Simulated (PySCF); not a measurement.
Compound: BH7N2.
Geometry (PBE0-D3(BJ)/def2-SVP, Å), atoms numbered from 1 in this order:
```
atom  x, y, z in Å
N1    -1.3223   -0.4211   -0.0463
B2    -0.1814    0.5025   -0.2979
N3     1.1713   -0.2644    0.3538
H4    -1.7706   -0.7939   -0.8753
H5    -2.0447   -0.0702    0.5718
H6     0.1424    0.6381   -1.4792
H7    -0.2036    1.5668    0.3228
H8     1.2768   -1.1824   -0.0795
H9     1.0259   -0.4179    1.3523
H10    2.0326    0.2671    0.2220
```

Jobs on this species (10 atoms, 26 electrons) with PySCF (density fitting). Hardware of each: an Arm Neoverse V1 with one thread, on a shared host. Other jobs ran on the host; a repeat could differ by tens of per cent or more. Peak memory is the resident size of the whole Python process, interpreter and libraries included.

Task: Rank these jobs by wall time, shortest first.
A. PBE0-D3(BJ)/def2-SVP, grid level 1; geometry optimisation from a GFN2-xTB start shaken at random; 77 basis functions
B. delta-SCF UKS HF, pcX-2 on the ionised atom, pcseg-1 elsewhere, spin-free X2C; ΔSCF core ionisation, 3 holes; 108 basis functions
C. delta-SCF UKS PBE, pcX-2 on the ionised atom, pcseg-1 elsewhere, spin-free X2C; ΔSCF core ionisation, 3 holes; 108 basis functions
D. delta-SCF UKS SCAN, pcX-2 on the ionised atom, pcseg-1 elsewhere, non-relativistic; ΔSCF core ionisation, 3 holes; 108 basis functions

Result: B (3.5 s), C (6.5 s), D (11 s), A (32 s).

All jobs:

```tsv
level and settings	work	basis functions	SCF cycles	wall time	peak memory
delta-SCF UKS HF, pcX-2 on the ionised atom, pcseg-1 elsewhere, spin-free X2C	ΔSCF core ionisation, 3 holes	108	40	3.5 s	0.41 GiB
delta-SCF UKS PBE, pcX-2 on the ionised atom, pcseg-1 elsewhere, spin-free X2C	ΔSCF core ionisation, 3 holes	108	45	6.5 s	0.41 GiB
delta-SCF UKS SCAN, pcX-1 on the ionised atom, pcseg-1 elsewhere, spin-free X2C	ΔSCF core ionisation, 3 holes	87	46	8.7 s	0.41 GiB
delta-SCF UKS PBE0, pcX-2 on the ionised atom, pcseg-1 elsewhere, spin-free X2C	ΔSCF core ionisation, 3 holes	108	43	8.9 s	0.41 GiB
delta-SCF UKS B3LYP, pcX-2 on the ionised atom, pcseg-1 elsewhere, spin-free X2C	ΔSCF core ionisation, 3 holes	108	43	9.3 s	0.41 GiB
delta-SCF UKS SCAN, def2-TZVP on the ionised atom, pcseg-1 elsewhere, spin-free X2C	ΔSCF core ionisation, 3 holes	94	46	10 s	0.41 GiB
delta-SCF UKS SCAN, pcX-2 on the ionised atom, pcseg-1 elsewhere, non-relativistic	ΔSCF core ionisation, 3 holes	108	46	11 s	0.41 GiB
delta-SCF UKS SCAN, pcX-2 on the ionised atom, pcseg-1 elsewhere, spin-free X2C	ΔSCF core ionisation, 3 holes	108	46	11 s	0.37 GiB
PBE0-D3(BJ)/def2-SVP, grid level 1	geometry optimisation from a GFN2-xTB start shaken at random	77	126	32 s	0.33 GiB
```

Task: What do all jobs in the table cost together?

Result: About 1.7 min; the longest takes about 32 % of that, and about 9.1 times as long as the shortest.
